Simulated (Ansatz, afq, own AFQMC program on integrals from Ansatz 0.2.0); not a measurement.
Two steps: Ansatz 0.2.0 writes the Fock matrix and Cholesky factors of the valence space, and afq projects on them the lowest state that overlaps trial and start.

```yaml
crystal:
  periodic: [false, false, false]
  atoms:
    - {symbol: Hf, position_ang: [0.000000, 0.000000, 0.000000]}
    - {symbol: S, position_ang: [0.000000, 0.000000, 2.163711]}
basis:
  gaussian: {orbitals: def2-SVP}
magnetization: {spin_polarized: false}
correlation: {method: ccsd_t, electrons: outside_noble_gas, hamiltonian_folder: ham}
```

```sh
$ ansatz run in.yaml --threads 1 --pin off --events-out ev --progress --plain --max-ram 1382MiB
```

afq runs on the folder ham with

```
--method phaseless --trial cisd --walkers 60 --populations 1 --least-time 40 --time-step 0.005 --steps-per-block 50 --equilibration-blocks 40 --max-blocks 300 --target-error 0.00038 --factor-cut 1e-05 --seed 2753 --release-times 0.24,0.6,1.2,2,3,4.2 --release-step 0.04 --release-every 4 --taylor-order 6
```

Times are imaginary, in 1/Eh. The walk had a cap of 918 s. Core potentials past Kr, no spin–orbit coupling.

Log:

```
orbitals 41  electrons 5 5  factors 338 of 482
reference energy -444.84547467 Eh
CCSD correlation -0.22010006 Eh in 14 cycles, weight of the determinant in the CISD state 0.8334
energy of the start -445.065575 Eh
 block  time / (1/Eh)  mean weight  energy / Eh
     1     0.250  0.9997  -445.062981
     2     0.500  0.9997  -445.064319
     3     0.750  0.9985  -445.065998
     4     1.000  1.0006  -445.069096
     5     1.250  0.9990  -445.072349
     7     1.750  0.9977  -445.078992
     9     2.250  0.9999  -445.077229
    17     4.250  0.9996  -445.073278
    33     8.250  1.0010  -445.080765
    49    12.250  1.0007  -445.068665
    65    16.250  0.9966  -445.075953
    81    20.250  0.9979  -445.090015
    97    24.250  1.0010  -445.086295
   113    28.250  1.0012  -445.078314
   129    32.250  0.9996  -445.079962
   145    36.250  1.0008  -445.071732
   153    38.250  1.0019  -445.100723
   161    40.250  1.0026  -445.073769
   177    44.250  0.9997  -445.097178
   193    48.250  1.0011  -445.085322
   209    52.250  0.9980  -445.087113
   225    56.250  1.0016  -445.086795
   241    60.250  0.9994  -445.076541
   257    64.250  0.9994  -445.072781
   273    68.250  1.0005  -445.085070
   289    72.250  0.9980  -445.081090
   305    76.250  0.9971  -445.077119
   321    80.250  0.9996  -445.080773
   337    84.250  0.9995  -445.078272
blocks merged  error / Eh  count
     1  0.000514  300
     2  0.000639  150
     4  0.000749  75
     8  0.000841  37
    16  0.000952  18
    32  0.000611  9
released: time / (1/Eh)  energy / Eh  error  mean overlap
  0.24  -445.082077  0.001638  1.0027
  0.60  -445.081266  0.000901  1.0046
  1.20  -445.081822  0.000995  1.0067
  2.00  -445.081052  0.001263  1.0284
  3.00  -445.082028  0.002103  1.0354
  4.20  -445.084108  0.002688  0.9932
energy -445.080990 +/- 0.000952 Eh
(rows thinned)
```

The run passed its tests (sampling time, drift between the halves within three errors, error under three times the target), which doesn't prove that it has relaxed.

Against this walk (error 25.9 meV) on the same determinant: CCSD(T) 0.6 meV lower (within the noise), CCSDT(Q) 45.9 meV lower (within the noise). The error is statistical and leaves out the bias of the constraint. Released to 2.00 1/Eh the energy moves by -2 ± 43 meV (both errors), within twice the noise.

Cautions: constraint bias not in the error; error above the target (25.9 against 10.3 meV); no spin-orbit coupling; outer-core shells of the metal frozen; higher spins were not checked; restricted determinant unstable towards unrestricted (UHF 86 meV lower, ⟨S²⟩ 0.50); (T) is large, 7 % of the CCSD correlation; CCSDT(Q) on the UHF determinant differs (23 meV higher), by its state or its frozen core.

The walk took 3.2 min on 1 thread of Intel(R) Xeon(R) 6975P-C (Granite Rapids), with other jobs on the host. The log's last line is the phaseless energy.

CCSDT and higher add their correlation energy to the determinant of the CCSD(T) run, since their own runs factorise the integrals more tightly (a shift of under 2 meV). A walk keeps the symmetry of its determinant, which the program's search chose and which needn't be the lowest solution, so a lower state of the same spin and another symmetry isn't excluded.
